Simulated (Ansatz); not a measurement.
We consider fcc Au, described by r²SCAN in Ansatz (PAW).

Settings: plane-wave cutoff 600 eV, 20×20×20 k mesh, Fermi–Dirac smearing 0.1 eV, finite displacements, scalar-relativistic PAW data made under PBE.

The cell has the measured lattice parameters. Conventional cell: a = 4.0786 Å, b = 4.0786 Å, c = 4.0786 Å, α = 90.00°, β = 90.00°, γ = 90.00°.

```yaml
crystal:
  lattice:
    - [0.00000, 2.03930, 2.03930]
    - [2.03930, 0.00000, 2.03930]
    - [2.03930, 2.03930, 0.00000]
  atoms:
    - { symbol: Au, position: [0.00000, 0.00000, 0.00000] }
```

Harmonic phonon frequencies (cm⁻¹; i marks an imaginary mode):

```csv
q point,frequencies
X,___
L,60 60 157
```

Some entries are withheld; supply them.


- X, frequencies: 88 88 153

No imaginary mode appears at these points.

Note: the cell isn't this level's own, so it is under some stress, which shifts stiffness and frequencies.

Ansatz is a quantum-chemistry and plane-wave program.
